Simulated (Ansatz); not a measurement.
# AlC, quartet: the ladder up to full CI

Geometry: a PBE0/def2-TZVP stationary point for this spin.

```yaml
atoms:
  - { symbol: Al, position_ang: [0.0000, 0.0000, 0.0000] }
  - { symbol: C, position_ang: [0.0000, 0.0000, 1.9668] }
```

Basis cc-pVDZ; Ansatz 0.2.0. Correlated methods freeze the noble-gas cores, which leaves 7 electrons in 26 orbitals. Prefix R: restricted or restricted open-shell reference; prefix U: unrestricted. Active spaces: valence = (7e, 8o) chosen from the atoms' valence shells.

Full CI is exact within this basis and frozen core; it isn't the basis-set limit. The frozen core follows each run's orbitals, which can shift R against U totals by a few meV.

For open shells CISD is restricted-active-space CI with the open shells as a complete middle space.

- UHF ⟨S²⟩: 3.756
- T1 diagnostic (RCCSD): 0.0479
- largest doubles amplitude (RCCSD): 0.092
- T1 diagnostic (UCCSD): 0.0435

```json
{"level": "RHF", "E − E(full CI) (mEh)": "144.84", "share of correlation (%)": "0.00", "wall time": "–"}
{"level": "UHF", "E − E(full CI) (mEh)": "142.96", "share of correlation (%)": "1.30", "wall time": "–"}
{"level": "RMP2", "E − E(full CI) (mEh)": "39.30", "share of correlation (%)": "72.87", "wall time": "–"}
{"level": "UMP2", "E − E(full CI) (mEh)": "38.71", "share of correlation (%)": "73.28", "wall time": "–"}
{"level": "CISD", "E − E(full CI) (mEh)": "12.48", "share of correlation (%)": "91.38", "wall time": "1.1 s"}
{"level": "RCCSD", "E − E(full CI) (mEh)": "6.32", "share of correlation (%)": "95.64", "wall time": "–"}
{"level": "UCCSD", "E − E(full CI) (mEh)": "6.25", "share of correlation (%)": "95.68", "wall time": "–"}
{"level": "RCCSD(T)", "E − E(full CI) (mEh)": "1.82", "share of correlation (%)": "98.75", "wall time": "1.1 s"}
{"level": "UCCSD(T)", "E − E(full CI) (mEh)": "1.77", "share of correlation (%)": "98.78", "wall time": "1.3 s"}
{"level": "BCCD(T)", "E − E(full CI) (mEh)": "1.74", "share of correlation (%)": "98.80", "wall time": "0.78 s"}
{"level": "RCCSDT", "E − E(full CI) (mEh)": "0.31", "share of correlation (%)": "99.78", "wall time": "–"}
{"level": "UCCSDT", "E − E(full CI) (mEh)": "0.28", "share of correlation (%)": "99.81", "wall time": "–"}
{"level": "RCCSDT(Q)", "E − E(full CI) (mEh)": "0.01", "share of correlation (%)": "99.99", "wall time": "3.3 s"}
{"level": "UCCSDT(Q)", "E − E(full CI) (mEh)": "-0.05", "share of correlation (%)": "100.04", "wall time": "3.3 s"}
{"level": "CASSCF (valence space)", "E − E(full CI) (mEh)": "95.12", "share of correlation (%)": "34.33", "wall time": "–"}
{"level": "NEVPT2 (valence space)", "E − E(full CI) (mEh)": "22.21", "share of correlation (%)": "84.67", "wall time": "1.7 s"}
{"level": "MRCISD (valence space)", "E − E(full CI) (mEh)": "5.68", "share of correlation (%)": "96.08", "wall time": "–"}
{"level": "MRCISD+Q (valence space)", "E − E(full CI) (mEh)": "0.71", "share of correlation (%)": "99.51", "wall time": "2.4 s"}
```

The correlation energy at full CI, counted from RHF, is -3.941 eV. That run took 2.9 min on 1 thread of Arm Neoverse V2, shared host over 5,352,180 determinants.

Times hold each run's SCF and search for its determinant on a shared host, so for small cases they say little of a method's own cost; they ran on 1 thread of Arm Neoverse V2.

The full-CI state has the irrep A2 of C2v, in the program's axes (one component, if the state is degenerate).

Natural occupations of full CI about the gap: 1.951 1.871 0.999 0.979 0.979 0.056 0.056 0.031 0.010 0.010; effectively unpaired electrons, Σ n²(2−n)², 3.10.
